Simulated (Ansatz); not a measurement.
## SiH⁺, singlet: stretch scan

Starting geometry (PBE0/def2-TZVP stationary point for this spin):

```xyz
2

Si    0.0000    0.0000    0.0000
H     0.0000    0.0000    1.5186
```

From there H2 moves along the line of the two atoms named below, all else staying in place; atoms are numbered as listed. Energies are in kcal/mol, counted from the starting geometry at the same level. Kohn–Sham curves are unrestricted where that lies lower.

Basis cc-pVQZ; Ansatz 0.2.0. Correlated methods freeze the noble-gas cores. R marks a restricted (for open shells ROHF) determinant.

Unrestricted Kohn–Sham rows aren't spin-pure: their determinants' ⟨S²⟩ exceeds S(S+1) by up to 1.01, so they mix in states of higher spin.

Full CI is exact within this basis and frozen core; it isn't the basis-set limit.

```
distance Si1-H2 (Å)  full CI  curve A  curve B  curve C  curve D
              1.192     31.7     34.3     33.1     31.7     31.7
              1.367      4.7      6.0      5.3      4.7      4.7
              1.519      0.0      0.0      0.0      0.0      0.0
              1.645      2.9      1.9      2.5      2.9      3.0
              1.880     15.9     13.2     15.2     15.9     16.0
              2.097     30.4     27.0     30.5     30.4     30.6
              2.453     51.3     49.4     54.5     51.3     51.6
              2.806     65.0     64.1     66.0     65.0     65.3
              3.356     74.6     70.5     71.5     74.6     73.9
              4.136     77.7     72.9     73.6     77.7     75.0
              5.276     78.3     73.5     74.4     78.3     73.8
```

Q: The curves come from BCCD(T), PBE, PBE0, RCCSDT(Q). Compare each with full CI and say which is which.

A: A: PBE, B: PBE0, C: RCCSDT(Q), D: BCCD(T). Spread of the error against full CI, over the points where both stand: A 7.4, B 7.3, C 0.0, D 4.8 kcal/mol. PBE at 5.276 Å lies 4.8 kcal/mol (6 %) below the reference in this basis. PBE0 at 5.276 Å lies 3.9 kcal/mol (5 %) below the reference in this basis. BCCD(T) turns over: its perturbative term grows as the gap closes, and it ends 4.5 kcal/mol too low at 5.276 Å. The program flagged some runs of RCCSDT(Q), BCCD(T) as in doubt.
